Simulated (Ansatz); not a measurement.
# How far each method lies from full CI for HB–BH, singlet

Geometry: a point of a stretch scan, not a stationary point.

```
atom   x (Å)   y (Å)    z (Å)
   B  0.0000  0.0000   1.2400
   B  0.0000  0.0000  -1.2400
   H  0.0000  0.0000   2.4157
   H  0.0000  0.0000  -2.4157
```

Basis 6-31G; Ansatz 0.2.0. Only valence electrons are correlated (noble-gas cores frozen), which leaves 8 electrons in 20 orbitals. Prefix R: restricted or restricted open-shell reference; prefix U: unrestricted. Active spaces: valence = (8e, 10o) chosen from the atoms' valence shells; pair = (2e, 2o) about the gap.

Full CI is exact within this basis and frozen core; it isn't the basis-set limit. The frozen core follows each run's orbitals, which can shift R against U totals by a few meV.

The determinant fills πx and πy unequally, so it is a mixture of Σ and Δ, which weighs on every level built on one determinant.

RHF is unstable: UHF (⟨S²⟩ = 1.49) lies 2.80 eV below the lowest RHF solution. Higher spins weren't run at this geometry and may lie near or lower.

The UHF ⟨S²⟩ is 1.494 and the ⟨S²⟩ of the determinant under UCCSD is 1.000. The T1 diagnostic (RCCSD) is 0.0296. The largest doubles amplitude (RCCSD) is 0.462.

```tsv
level	E − E(full CI) (kJ/mol)	share of correlation (%)	wall time
RHF	536.3	0.00	–
UHF†	266.5	–	0.42 s
RMP2	146.3	72.72	–
UMP2†	118.0	–	–
CISD	96.6	81.99	0.57 s
RCCSD*	32.3	93.97	–
UCCSD*†	31.3	–	–
RCCSD(T)*	1.7	99.69	1.1 s
UCCSD(T)*†	1.9	–	4.6 s
BCCD(T)*	2.1	99.60	0.84 s
RCCSDT*	3.6	99.33	–
UCCSDT*†	-5.3	–	–
CISDTQ	7.1	98.67	3.8 s
RCCSDT(Q)*	0.7	99.87	2.8 s
UCCSDT(Q)*†	-12.8	–	13 s
RCCSDTQ*	0.6	99.88	19 s
CASSCF (valence space)	74.7	86.08	–
NEVPT2 (valence space)	23.8	95.57	18 s
MRCISD (valence space)	2.1	99.61	–
MRCISD+Q (valence space)	0.8	99.86	26 s
```

An asterisk marks runs whose energy the program itself flagged as in doubt. A dagger marks rows that describe another state than the reference (another or a broken symmetry, a higher spin or other natural occupations), so the difference holds a gap between states beside the method's error.

The correlation energy at full CI, counted from RHF, is -5.559 eV. That run took 42 s on 1 thread of Intel Xeon Platinum 8375C, shared host over 2,949,353 determinants.

Run but not shown, since their state, orbitals or frozen core can't be matched to the reference's or they repeat it: CASSCF (pair space), NEVPT2 (pair space).

Times hold each run's SCF and search for its determinant on a shared host, so for small cases they say little of a method's own cost; they ran on 1 thread of Intel Xeon Platinum 8375C.

Unrestricted levels hold only the spin's projection, and here they fall towards a lower state of higher spin.

The full-CI state has the irrep Ag of D2h, in the program's axes (one component, if the state is degenerate).

Natural occupations of full CI about the gap: 1.966 1.964 1.824 0.770 0.770 0.236 0.236 0.168 0.020 0.017; effectively unpaired electrons, Σ n²(2−n)², 2.35. No single determinant describes this state well, so single-reference rows can miss without a flag.
